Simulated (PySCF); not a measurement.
Compound: C5H8O.
SMILES: `C[C@@H]1CCC1=O`

The closed-shell ground state was solved at several levels (PySCF, density fitting, gas phase, non-relativistic). Isolated species at its PBE0-D3(BJ)/def2-SVP geometry (one conformer only).

```tsv
level	basis functions	total energy (Eh)	HOMO (eV)	LUMO (eV)	gap (eV)	dipole (D)
B3LYP/pcJ-1	242	-270.5614	-6.82	-0.81	6.01	2.87
PBE0/pcSseg-1	142	-270.1992	-7.06	-0.55	6.51	2.87
CAM-B3LYP/def2-SVPD	187	-270.2226	-8.56	0.45	9.01	3.15
```

Problem. What might CAM-B3LYP/pcSseg-2 (328 basis functions) give for the same quantities?

Solution. Total energy -270.5124 Eh, HOMO -8.50 eV, LUMO 0.42 eV, gap 8.92 eV, dipole 3.11 D.

Problem. Over all these levels, which gives the widest orbital gap and which the narrowest?

Solution. CAM-B3LYP/def2-SVPD (range-separated hybrid) has the widest, 9.01 eV, and B3LYP/pcJ-1 (global hybrid, 20 % exact exchange) the narrowest, 6.01 eV. Functional and basis both differ between the two, so the spread mixes both effects.

Problem. How far do the dipole and the HOMO energy spread over the levels?

Solution. The dipole runs from 2.87 to 3.15 D (mean 3.00 D) and the HOMO from -8.56 to -6.82 eV.
